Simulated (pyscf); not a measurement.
## Routes from H₃C–InH₂ (SMILES [CH3][InH2]) + H₂ (SMILES [H][H])

Candidate steps break at most two bonds and form at most two. Each was searched with GFN2-xTB (tblite) first. Optimised with ωB97X-D3(BJ)/def2-SVP in PySCF. Energies: ωB97M-D3(BJ)/def2-TZVP, kJ/mol, from the separated reactants, singlet surface; ΔG‡ with ideal gas, 1 atm, RRHO with modes under 100 cm⁻¹ raised to 100, one conformer, R ln 2 for chiral ones without a mode under 150 cm⁻¹.

```json
[
 {"products": "H₃C–InH₂ + H₂", "type": "four-centre exchange (H–In, H–H broken, H–In, H–H formed)", "ΔE‡": "130.5", "ΔE": "0.0", "ΔG‡ 298 K": "170.2", "ΔG‡ 900 K": "251.6", "ν‡ (cm⁻¹)": "1623i"},
 {"products": "CH₄ + InH₃", "type": "four-centre exchange", "ΔE‡": "142.3", "ΔE": "-51.5", "ΔG‡ 298 K": "182.8", "ΔG‡ 900 K": "264.4", "ν‡ (cm⁻¹)": "1625i"},
 {"products": "H₃C–InH₂ + H₂", "type": "four-centre exchange (C–H, H–H broken, C–H, H–H formed)", "ΔE‡": "474.2", "ΔE": "0.0", "ΔG‡ 298 K": "505.9", "ΔG‡ 900 K": "588.0", "ν‡ (cm⁻¹)": "2220i"}
]
```

Plain bond fissions and candidates not yet searched are not listed, and one of them may be faster. Each barrier is that of the saddle found; lower ones may exist. Elements past Kr carry the def2 core potentials, without spin-orbit coupling.
